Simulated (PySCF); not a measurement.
Species, as SMILES: FF (F2).
Geometry (B3LYP-D3(BJ)/def2-TZVP, fixed):
```xyz
2

F      0.0000     0.0000    -0.6982
F      0.0000     0.0000     0.6982
```
Charge 0, spin multiplicity 1.

Basis-set convergence of the lowest singlet excitation energy at CAM-B3LYP with PySCF. Tamm-Dancoff approximation; the state is taken by its order, and sets in which it differs in degeneracy or brightness are left out, yet its character can still change. All functions are spherical. Density fitting with generated auxiliary sets. No added dispersion term, no relativity. Reference: the value in d-aug-cc-pVTZ, 4.694 eV, itself unsure by roughly 0.003 eV (its mean distance from aug-pcseg-3, aug-cc-pVQZ, aug-pcseg-2). Deviations are taken from unrounded values. Cost is core time over that of pcseg-2, rough, on shared machines of one kind; a dash marks a row that isn't timed (too short, read off another run, short of memory, by another algorithm or on other hardware).

```
basis        functions  cost
-----------  ---------  ----
STO-3G              10     -
3-21G               18     -
6-31G               18     -
pcseg-0             18     -
6-31G**             28     -
pcseg-1             28     -
6-311G**            36     -
aug-pcseg-1         46  0.6×
pcseg-2             60    1×
aug-pcseg-2         92    3×
pcseg-3            120    3×
aug-pcseg-3        170   10×
pcseg-4            202   20×
```

### Question
Which is the smallest set listed that can be trusted to 0.1 eV here, that is, within that of the reference together with its larger relatives (same family, alike in diffuse functions; a set with none to test it counts only in the reference's own line)?

### Answer
The smallest set listed that lies within 0.1 eV of the reference with all its larger relatives (same family, alike in diffuse functions; a set with none counts only in the reference's own line) is 3-21G (18 functions, 0.004 eV off), level with pcseg-0. Value minus reference: STO-3G 0.744, 3-21G 0.004, 6-31G -0.198, pcseg-0 -0.068, 6-31G** 0.040, pcseg-1 -0.057, 6-311G** -0.043, aug-pcseg-1 -0.115, pcseg-2 0.012, aug-pcseg-2 0.002, pcseg-3 0.006, aug-pcseg-3 0.004, pcseg-4 0.005 eV.
